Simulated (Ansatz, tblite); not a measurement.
# SbBr3: one state, many levels

The task here is to estimate one member of a computed series from the others.

Computed with Ansatz 0.2.0, Gaussian basis. Level: as each input shows.

The runs, in order: GFN1-xTB, GFN2-xTB, PBE-D4/def2-TZVP, r2SCAN-D4/def2-TZVP, r2SCANh-D4/def2-TZVP, B2PLYP/def2-TZVP, PBE-QIDH/def2-TZVP, BHLYP-D4/def2-TZVP, ωB97X-V/def2-TZVP, B3LYP-D4/def2-TZVP, BLYP-D4/def2-TZVP, PBE-D4/def2-SVP, PBE0-D4/def2-SVP, PBE0-D4/def2-TZVPD, PBE-D4/def2-TZVPD, r2SCAN-D4/def2-TZVPD, CCSD(T)/def2-SVP, MP2/def2-TZVP, RPA/def2-TZVP.

4 further runs of the same task are left out: 4 set aside as unsound or not needed. Runs told in other sessions of the task aren't counted.

## The geometry

The singlet was relaxed beforehand with r2SCAN-D4/def2-SVP.

4 atoms, charge 0, spin multiplicity 1.

Bond lengths: Sb1–Br2 2.530 Å, Sb1–Br3 2.530 Å, Sb1–Br4 2.530 Å. Angles: Br2–Sb1–Br3 99.0°, Br2–Sb1–Br4 99.0°, Br3–Sb1–Br4 99.0°.

Sb takes a core potential in the def2 sets. No spin-orbit coupling is included.

PBE0-D4/def2-TZVP was run before; its log isn't repeated, and its numbers join the tables.

Set-up of the first run:

Tight binding, by tblite at 300 K electronic temperature and without a spin-polarisation term:

```python
tblite.interface.Calculator('GFN1-xTB', numbers, positions, charge=0, uhf=0).singlepoint()
```

Tight binding, by tblite at 300 K electronic temperature and without a spin-polarisation term:

```python
tblite.interface.Calculator('GFN2-xTB', numbers, positions, charge=0, uhf=0).singlepoint()
```

start.molden holds the orbitals of an earlier run on this state, given as this run's starting guess.

in.yaml

```yaml
crystal:
  periodic: [false, false, false]
  atoms:
    - {symbol: Sb, position_ang: [-0.004382, 0.005067, 0.908470]}
    - {symbol: Br, position_ang: [2.221991, -0.030307, -0.292105]}
    - {symbol: Br, position_ang: [-1.083969, 1.935784, -0.318803]}
    - {symbol: Br, position_ang: [-1.133650, -1.910554, -0.297562]}
basis:
  gaussian: {orbitals: def2-TZVP, initial_orbitals: start.molden}
hamiltonian: {xc: pbe, dispersion: d4}
scf: {omitted_lower_state_checks: [starts]}
output: {orbitals: {seedname: orbitals}}
```

Launch:

```
> ansatz run in.yaml --threads 4 --pin off --events-out ev --progress --plain --max-ram 3916MiB
```

Among the steps run: PBE-D4/def2-TZVP; r2SCAN-D4/def2-TZVP; r2SCANh-D4/def2-TZVP; B2PLYP/def2-TZVP; PBE-QIDH/def2-TZVP; BHLYP-D4/def2-TZVP; ωB97X-V/def2-TZVP; B3LYP-D4/def2-TZVP; BLYP-D4/def2-TZVP; PBE-D4/def2-SVP; PBE0-D4/def2-SVP; PBE0-D4/def2-TZVPD; PBE-D4/def2-TZVPD; r2SCAN-D4/def2-TZVPD; CCSD(T)/def2-SVP; MP2/def2-TZVP; RPA/def2-TZVP.

One table of the session follows, with a row left open; its other results are not shown here.

```
               level  HOMO (eV)  LUMO (eV)  gap (eV)
     PBE-D4/def2-SVP      -6.94      -3.00      3.94
    PBE-D4/def2-TZVP      -7.10      -3.12      3.98
   PBE-D4/def2-TZVPD          ?          ?         ?
   BLYP-D4/def2-TZVP      -6.94      -3.02      3.92
 r2SCAN-D4/def2-TZVP      -7.41      -3.00      4.41
r2SCAN-D4/def2-TZVPD      -7.43      -3.05      4.38
r2SCANh-D4/def2-TZVP      -7.80      -2.73      5.06
  B3LYP-D4/def2-TZVP      -7.96      -2.62      5.34
    PBE0-D4/def2-SVP      -8.07      -2.34      5.73
   PBE0-D4/def2-TZVP      -8.17      -2.40      5.77
  PBE0-D4/def2-TZVPD      -8.20      -2.49      5.71
  BHLYP-D4/def2-TZVP      -9.08      -1.57      7.52
   ωB97X-V/def2-TZVP     -10.26      -0.47      9.78
```

Estimate the missing values for PBE-D4/def2-TZVPD.

**Answer.** HOMO (eV): -7.14; LUMO (eV): -3.20; gap (eV): 3.94. In the column «HOMO (eV)» it lies between r2SCAN-D4/def2-TZVP (-7.41) and PBE-D4/def2-TZVP (-7.10).
